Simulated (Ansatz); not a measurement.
# How methods differ on BH3Cl− (SMILES [H][B-]([H])([H])Cl)

BH3Cl− has 5 atoms, charge -1, and is taken as a singlet. SMILES: `[H][B-]([H])([H])Cl`. The coordinates come from a GFN2-xTB relaxation.

```xyz
5

B    -0.0013    0.0016   -0.1670
Cl    0.0136   -0.0211    1.7073
H     1.1523    0.0114   -0.5222
H    -0.5866    1.0057   -0.4970
H    -0.5780   -0.9976   -0.5211
```

Quantity: the energy change with the B1–H3 bond stretched from 1.207 to 3.018 Å, in eV. The values are calculated.

| level | kind | program | value (eV) | less FCI/STO-3G | CPU time (all runs) |
| --- | --- | --- | --- | --- | --- |
| HF/STO-3G (restricted) | Hartree–Fock | Ansatz | 8.61 | +2.88 | 0.43 s |
| SVWN5/STO-3G (restricted) | LDA | Ansatz | 6.46 | +0.73 | 2.2 s |
| revPBE/STO-3G (restricted) | GGA | Ansatz | 5.97 | +0.24 | 3.3 s |
| BHLYP/STO-3G (restricted) | global hybrid | Ansatz | 7.52 | +1.79 | 2.5 s |
| r2SCAN0/STO-3G (restricted) | hybrid meta-GGA | Ansatz | 7.15 | +1.42 | 4.6 s |
| wB97M-V/STO-3G (restricted) | range-separated hybrid | Ansatz | 7.25 | +1.52 | 24 s |
| RPA@PBE/STO-3G (restricted) | RPA | Ansatz | 5.78 | +0.05 | 4 s |
| MP2/STO-3G (restricted) | perturbation theory | Ansatz | 7.08 | +1.35 | 0.46 s |
| CCSDT/STO-3G (restricted) | coupled cluster or CI | Ansatz | 5.72 | -0.01 | 1.1 s |
| FCI/STO-3G | exact in the basis | Ansatz | 5.73 | 0.00 | 2 s |

FCI/STO-3G is exact within its basis and frozen core, so for wave-function methods in that basis the difference is their error; functionals converge differently with the basis, so for them it is only a difference. Spin-restricted single references rise too steeply as a bond breaks, Hartree–Fock most of all. Perturbation and coupled-cluster corrections on them can overshoot downwards. Sets without diffuse functions describe the anion poorly. The first shape isn't each level's own minimum. The values span 5.72 to 8.61 eV. All rows use very small basis sets, so even the best lies far from the true value. CPU times are rough (shared hosts, several kinds of processor): they show what a rung costs within a factor of a few.
